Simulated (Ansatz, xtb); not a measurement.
## Two isomers of C3H3F

Structure a: `C=C=CF`, a singlet. Structure b: `C#CCF`, a singlet. Both are isolated molecules in the gas phase, relaxed with r2SCAN-D4/def2-SVP.

Energies in hartree; the thermal terms are from r2SCAN-D4/def2-SVP harmonic frequencies (ideal gas, rigid rotor, one conformer each, 298.15 K, 1 atm) and include the zero-point energy:

```
                               a           b
E, CCSD(T)/def2-TZVP  −215.554228  −215.554887
   zero-point energy     0.048122     0.048729
        H(298 K) − E     0.053374     0.054018
        G(298 K) − E     0.021814     0.022324
```

Question: Work out ΔE, ΔE₀, ΔH and ΔG for a → b in kcal/mol (1 Eh = 627.51 kcal/mol) and the equilibrium ratio [b]/[a].

Answer: 1. ΔE = −215.554887 − (−215.554228) = −0.000659 Eh = −0.41 kcal/mol.
2. ΔE₀ = ΔE + ΔZPE = −0.000659 + (+0.000607) Eh = −0.03 kcal/mol.
3. ΔH = ΔE + (+0.000644) Eh = −0.01 kcal/mol.
4. ΔG = ΔE + (+0.000510) Eh = −0.09 kcal/mol, so ΔS = (ΔH − ΔG)/T = +1.2 J/(mol K).
5. kT = 0.9442 mEh, so K = [b]/[a] = exp(−ΔG/kT) = exp(+0.16) ≈ 1.2.

The two are too close for this level to say which is favoured. An error of 1 kcal/mol in ΔG would change K by a factor of 5.4. Mirror images and further conformers aren't counted.

As drawn, b has 1 C≡C, 1 C–C in place of 2 C=C.

Other levels gave ΔE = −1.7 (GFN2-xTB); −8.3 (HF/STO-3G, GFN2-xTB geometries); +5.4 (r2SCAN-D4/def2-SVP//GFN2-xTB); +5.2 (r2SCAN-D4/def2-SVP); −2.1 (HF/def2-TZVP); −4.2 (MP2/def2-TZVP) kcal/mol. The correlated steps freeze 4 core orbitals. Programs: Ansatz 0.2.0, xtb 6.7.1.
